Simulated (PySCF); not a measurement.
CH6Si, SMILES C[SiH3]. Atoms are numbered in the order given.

```xyz
8

Si     0.0000     0.0000    -0.6316
C      0.0000     0.0000     1.2390
H      1.2055     0.6960    -1.1575
H     -1.2055     0.6960    -1.1575
H      0.0000    -1.3920    -1.1575
H      0.8842    -0.5105     1.6267
H     -0.8842    -0.5105     1.6267
H      0.0000     1.0210     1.6267
```

The structure is a stationary point at PBE0-D3(BJ)/def2-TZVP. The isomer is the one that the SMILES or the coordinates give; other isomers of the formula were not compared.

The numbers are results of PySCF with HF/pcSseg-2, not measurements.

GIAO shieldings, no solvent; atoms alike by connectivity are averaged. δ = σ(ref) − σ: ²⁹Si against TMS (σ = 383.2 ppm); ¹³C against TMS (σ = 193.3 ppm); ¹H against TMS (σ = 31.98 ppm), references at their B3LYP-D3(BJ)/def2-TZVP geometries, non-relativistic.

### Question
Estimate the chemical shifts. (An estimate is asked for; the answer gives what the named calculation found.)

### Answer

```csv
nucleus,atoms,count,δ (ppm)
²⁹Si,Si1,1,-61.3
¹³C,C2,1,-7.9
¹H,"H3, H4, H5",3,3.90
¹H,"H6, H7, H8",3,0.25
```
